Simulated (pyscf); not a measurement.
**Four-centre exchange: HO–Sn(Cl)(Cl)–Cl + water (H₂O) -> HO–Sn(OH)(Cl)–Cl + hydrogen chloride (HCl)**

Gas phase, singlet surface, charge 0. Bonds broken: Sn2–Cl3, O7–H8. Bonds formed: Sn2–O7, Cl3–H8. Structures and frequencies: ωB97X-D3(BJ)/def2-SVP in PySCF.

Transition state (Å):

```xyz
9

O      1.2731     1.4287     0.0691
Sn    -0.3148     0.3396    -0.1888
Cl     0.1396    -0.2100     2.5915
Cl    -1.2711     1.1682    -2.1260
Cl    -0.1534    -1.9301    -0.5477
H      1.6113     1.2722     0.9641
O     -1.8361     0.7665     1.1056
H     -1.1533     0.2822     2.1237
H     -2.7453     0.5578     0.8476
```

One imaginary mode, 561i cm⁻¹; descent along it reached the two sides named, in the forms told below.

```json
[
 {"bond": "Sn2–Cl3", "change": "breaks", "reactant side (Å)": "2.333", "saddle": "2.9", "product side": "3.3"},
 {"bond": "O7–H8", "change": "breaks", "reactant side (Å)": "0.968", "saddle": "1.318", "product side": "1.757"},
 {"bond": "Sn2–O7", "change": "forms", "reactant side (Å)": "2.435", "saddle": "2.043", "product side": "1.982"},
 {"bond": "Cl3–H8", "change": "forms", "reactant side (Å)": "2.9", "saddle": "1.460", "product side": "1.312"}
]
```

Electronic energies relative to the separated reactants (kJ/mol):

| level | barrier | reaction energy | reverse barrier |
|---|---|---|---|
| ωB97X-D3(BJ)/def2-TZVP | 53.4 | +66.7 | -13.3 |
| PBE/def2-TZVP | 41.2 | +55.5 | -14.3 |
| r²SCAN/def2-TZVP | 38.5 | +56.5 | -18.0 |
| B3LYP-D3(BJ)/def2-TZVP | 50.1 | +59.3 | -9.2 |
| PBE0-D3(BJ)/def2-TZVP | 46.5 | +62.5 | -16.0 |
| M06-2X/def2-TZVP | 45.9 | +56.9 | -11.0 |
| ωB97M-D3(BJ)/def2-TZVP | 54.1 | +56.9 | -2.8 |
| HF/def2-TZVP | 118.4 | +62.1 | 56.2 |

With ωB97M-D3(BJ)/def2-TZVP energies and thermal terms (ideal gas, 1 atm, RRHO with modes under 100 cm⁻¹ raised to 100, one conformer, R ln 2 for chiral ones without a mode under 150 cm⁻¹), in kJ/mol:

```tsv
T (K)	ΔH‡	ΔG‡	ΔH	ΔG
298	45.0	93.9	+49.6	+49.4
600	45.7	143.4	+51.3	+48.6
900	48.8	191.7	+53.3	+46.8
1200	52.6	238.8	+55.4	+44.3
```

On the reactant side the descent ends in an adduct with a O–Sn contact (not fully relaxed), 39.1 kJ/mol under the separated species and 92.5 kJ/mol under the saddle at ωB97X-D3(BJ)/def2-TZVP. On the product side the descent ends in a complex, 31.1 kJ/mol under the separated species and 17.8 kJ/mol under the saddle at ωB97X-D3(BJ)/def2-TZVP. At ωB97X-D3(BJ)/def2-TZVP, PBE, r²SCAN, B3LYP-D3(BJ), PBE0-D3(BJ), M06-2X, ωB97M-D3(BJ) the saddle lies under the separated products, which points to a path from their complex (located at ωB97X-D3(BJ) alone), and parting the products costs more than the saddle. What is counted as formed (O–Sn) is already present as a longer contact in the reactant adduct; forming that adduct is a step of its own. One saddle was located; it need not be the lowest between these sides. Elements past Kr carry the def2 core potentials, without spin-orbit coupling.
